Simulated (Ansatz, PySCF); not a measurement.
Species: SiCl$_{4}$, charge 0, multiplicity 1. SMILES: Cl[Si](Cl)(Cl)Cl
Coordinates optimised at B3LYP-D3(BJ)/def2-TZVP (Ansatz, a quantum-chemistry and plane-wave program):
```xyz
5

Si     0.0000     0.0000     0.0000
Cl     1.1509     1.1792     1.1899
Cl    -1.1704    -1.1928     1.1569
Cl     1.1958    -1.1539    -1.1703
Cl    -1.1763     1.1675    -1.1765
```

B3LYP/6-311+G** beside other levels, property by property. Conventions: 6-311+G** with 5d, 6d on Na to Ar in Ansatz; valence correlation only; atomisation electronic, to ground-state atoms; open shells spin-unrestricted; no dispersion term unless named; no spin-orbit coupling; 6-31G* and kin with 6d, 5d where marked; non-relativistic. Basis-set limits of correlation are two-point, X^-3; Hartree-Fock from the larger set. [CCSD(T)-MP2]/basis is that difference in the basis named. First-principles rows: single points at B3LYP-D3(BJ) geometries (Ansatz), with unscaled harmonic terms from B3LYP/6-31G* (Ansatz) at its own minima, enthalpies of formation by atomisation with measured atoms.

Measured values: G2/97 table in ASE (Curtiss et al.); they hold spin-orbit and core effects, anharmonicity. For Cl[Si](Cl)(Cl)Cl (enthalpy of formation at 298 K) the tabulated value and RI-MP2/CBS(cc-pV(T+d)Z,cc-pV(Q+d)Z)+[CCSD(T)-MP2]/cc-pV(T+d)Z (Ansatz) part by 4.1 kcal/mol: another conformer or state, missing terms or a fault of the table's entry are possible. Coupled cluster (Ansatz) is a level with limits of its own, used here on species with T1 under 0.025 (0.045 for open shells) and stable references: RI-MP2/CBS(cc-pV(T+d)Z,cc-pV(Q+d)Z)+[CCSD(T)-MP2]/cc-pV(T+d)Z.

| property | B3LYP/6-311+G** (Ansatz) | M06-2X/6-31G* (5d) (PySCF) | PBE/def2-TZVPD (Ansatz) | B3LYP/def2-TZVPD (Ansatz) | to compare with |
|---|---|---|---|---|---|
| Cl-Si bond dissociation enthalpy at 298 K, to Cl[Si](Cl)Cl + Cl atom (kcal/mol) | 95.5 | 103.5 | 104.5 | 100.3 | 111.6 coupled cluster |
| atomisation energy (kcal/mol) | 344.6 | 370.6 | 386.6 | 364.0 | 387.5 coupled cluster |
| enthalpy of formation at 298 K (kcal/mol) | -119.6 | -145.6 | -161.6 | -139.0 | -158.4 measured |

As the rows show:
- Cl-Si bond dissociation enthalpy at 298 K, to Cl[Si](Cl)Cl + Cl atom: B3LYP/6-311+G** lies 16.1 kcal/mol below coupled cluster.
- atomisation energy: B3LYP/6-311+G** lies 42.9 kcal/mol below coupled cluster.
- enthalpy of formation at 298 K: B3LYP/6-311+G** lies 38.8 kcal/mol above the measured value.

The properties are those with a value to compare with, at most eight drawn at random. No case is left out for the size of its miss. Left out are saddle points of the reference geometry, anions that the best level run finds unbound, excited spin states, species near biochemistry, 298 K rows of species without real B3LYP wavenumbers, cases with under five habitual levels, runs that failed or that the program found above a lower state of the same kind, table entries that another table contradicts, and a share of species set aside by lot.
